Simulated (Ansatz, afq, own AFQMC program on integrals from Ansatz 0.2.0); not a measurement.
**Atomization energy of AlSiH, triplet, worked out**

```xyz
3

Si    0.0000    0.0000    2.0886
Al    0.0000    0.0000   -0.2449
H     0.0000    0.0000   -1.8437
```

Connectivity, by distances: Si–AlH.

Basis cc-pVDZ. Only valence electrons are correlated. Integrals, coupled cluster, full CI and functionals: Ansatz 0.2.0; the random walks run on the same integrals in our own AFQMC program. The CISD trial takes its coefficients from CCSD amplitudes. Released means that phaseless walkers are propagated on without the constraint, phases kept. ± is one standard error of the sampling.

Total energies in eV. CBS is CCSD(T) at the limit of def2-TZVPP/QZVPP (extrapolated itself); the highest rung of each member is named.

Cautions: AlSiH (triplet): the released energies are still falling, so no released level is given (meV from the phaseless value at times in 1/Eh: -7 ± 4 at 0.24, -8 ± 4 at 0.51, -14.3 ± 2.4 at 0.99, -19.8 ± 2.1 at 1.62, -25 ± 3 at 2.40), though the last usable value meets CCSDTQ within the noise, its ph-AFQMC/CISD value lies 24 ± 4 meV above CCSDTQ.

```tsv
member	count	CCSD(T)/cc-pVDZ	highest rung in cc-pVDZ	which	CCSD(T)/CBS
Si (triplet)	+1	-7861.7800	-7861.7922	FCI	-7862.5000
Al (doublet)	+1	-6583.0131	-6583.0229	FCI	-6583.4221
H (doublet)	+1	-13.5861	-13.5861	FCI	-13.6059
AlSiH, triplet	-1	-14462.9720	-14463.0301	CCSDTQ	-14464.8270
```

Q: Work out the best estimate of the atomization energy: the CCSD(T)/CBS difference plus the step from CCSD(T) to the highest rung.

A: Sums with the counts: CCSD(T)/CBS 5.2990 eV, highest rung 4.6289 eV, CCSD(T)/cc-pVDZ 4.5928 eV. The step is 4.6289 − 4.5928 = 0.0361 eV, so the best estimate is 5.2990 + (0.0361) = 5.3351 eV = 123.0 kcal/mol. The basis set is worth 0.706 eV of it. Zero-point, core-correlation and spin–orbit terms aren't in it. Past Ne the Hartree–Fock part of each CBS total tends to overshoot, since the cores don't follow the formula; that largely cancels in the difference.

Best estimates are given only where the step beyond CCSD(T) is under 0.3 eV and no member's determinant is very poor (T1 over 0.05, or 0.07 for open shells, ⟨S²⟩ too high by 0.3, two states mixed), so the hardest cases are missing from such tables.

CCSDT and higher add their correlation energy to the determinant of the CCSD(T) run, since their own runs factorise the integrals more tightly (a shift of under 2 meV). Each member of a difference takes its own highest rung, so a best estimate needn't equal the limit plus the step of one row.
